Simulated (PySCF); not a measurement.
# Name the molecule from its bond curve

A diatomic of charge +1 contains P. Its doublet curve at PBE0 in a triple-zeta basis (no relativity, PySCF), in eV from the separated fragments:

```json
{"R (Å)": "1.268", "E (eV)": "-2.582"}
{"R (Å)": "1.327", "E (eV)": "-3.787"}
{"R (Å)": "1.386", "E (eV)": "-4.452"}
{"R (Å)": "1.430", "E (eV)": "-4.685"}
{"R (Å)": "1.474", "E (eV)": "-4.746"}
{"R (Å)": "1.518", "E (eV)": "-4.676"}
{"R (Å)": "1.577", "E (eV)": "-4.436"}
{"R (Å)": "1.651", "E (eV)": "-3.998"}
{"R (Å)": "1.739", "E (eV)": "-3.416"}
{"R (Å)": "1.857", "E (eV)": "-2.704"}
```

The fit gives ωe = 1392 cm⁻¹ and the rotational constant Bₑ = 0.8085 cm⁻¹.

Problem. Which atom is the partner?

Solution. The minimum lies at 1.470 Å, so the reduced mass is 16.8576 u Å² cm⁻¹/(Bₑ·Re²) = 9.649 u. With P at 30.97 u the partner weighs about 14.0 u: N. The molecule is PN⁺.

The state was picked by a PBE0 search and need not be the measured ground state.
